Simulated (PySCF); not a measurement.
# Magnesium: a sound run and one with changed settings

Sound run: Mg [Ne] 3s2, Mg⁺ [Ne] 3s1. All numbers are calculated (PySCF 2.14, scalar relativity by spin-free X2C-1e, in jorge-DZP-DKH (7s4p1d, 24 functions)). The sound run starts from symmetry-adapted Hartree-Fock orbitals and uses a fine grid where one is needed.

A second run was set up differently.

| species | method | sound run (hartree) | changed run (hartree) | converged |
| --- | --- | --- | --- | --- |
| Mg | UHF | -199.91307 | -199.91307 | yes |
| Mg | r2SCAN | -200.34203 | -200.34336 | yes |
| Mg | MN15 | -200.36553 | -200.36379 | yes |
| Mg⁺ | UHF | -199.67014 | -199.67014 | yes |
| Mg⁺ | r2SCAN | -200.07105 | -200.07309 | yes |
| Mg⁺ | MN15 | -200.08724 | -200.08647 | yes |

Ionisation energy of Mg:

| method | sound run (eV) | changed run (eV) |
| --- | --- | --- |
| UHF | 6.610 | 6.610 |
| r2SCAN | 7.374 | 7.355 |
| MN15 | 7.573 | 7.546 |

Q: What was changed?
A. too few SCF iterations
B. a valence shell is frozen
C. basis contracted for another Hamiltonian
D. radial grid too coarse

A: D. It used radial step 0.3 in ln r (0.13 in the sound run). A coarse radial grid mis-integrates the density and the exchange-correlation energy, with errors of either sign; Hartree-Fock needs no grid.
